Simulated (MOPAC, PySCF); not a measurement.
C4H8, SMILES `C/C=C\C`, neutral singlet in the gas phase. 

Cartesian coordinates (Å):
```xyz
12

C      1.5925    -0.1747     0.2833
C      0.5798     0.8258    -0.1722
C     -0.7274     0.6517    -0.3065
C     -1.5163    -0.5885    -0.0360
H      2.1147     0.1839     1.1733
H      2.3534    -0.3296    -0.4851
H      1.1555    -1.1422     0.5199
H      0.9790     1.8050    -0.4179
H     -1.3091     1.5004    -0.6529
H     -2.0418    -0.9147    -0.9365
H     -2.2804    -0.4012     0.7219
H     -0.9001    -1.4159     0.3088
```
Charge 0, multiplicity 1.

All levels are single points at this geometry (CAM-B3LYP-D3(BJ)/def2-TZVP); Pople sets use spherical d functions. Orbital energies aren't observables, and empty levels follow the basis.

PM6 in MOPAC gives dipole (D) = 0.34.

Question: Estimate the dipole (D) from each of these levels: CAM-B3LYP-D3(BJ)/def2-TZVP in PySCF; PBE-D3(BJ)/def2-TZVP in PySCF; TPSSh-D3(BJ)/def2-TZVP in PySCF; B3LYP/3-21G in PySCF; B3LYP/6-311+G** in PySCF; B3LYP/6-31G* in PySCF; BP86/6-31G* in PySCF; M06-2X/6-31G* in PySCF; SVWN5/6-31G* in PySCF; HF/3-21G in PySCF; AM1 in MOPAC; PM7 in MOPAC.

Answer: 
| level | dipole (D) |
|---|---|
| CAM-B3LYP-D3(BJ)/def2-TZVP in PySCF | 0.22 |
| PBE-D3(BJ)/def2-TZVP in PySCF | 0.24 |
| TPSSh-D3(BJ)/def2-TZVP in PySCF | 0.23 |
| B3LYP/3-21G in PySCF | 0.20 |
| B3LYP/6-311+G** in PySCF | 0.25 |
| B3LYP/6-31G* in PySCF | 0.17 |
| BP86/6-31G* in PySCF | 0.19 |
| M06-2X/6-31G* in PySCF | 0.16 |
| SVWN5/6-31G* in PySCF | 0.20 |
| HF/3-21G in PySCF | 0.17 |
| AM1 in MOPAC | 0.17 |
| PM7 in MOPAC | 0.34 |
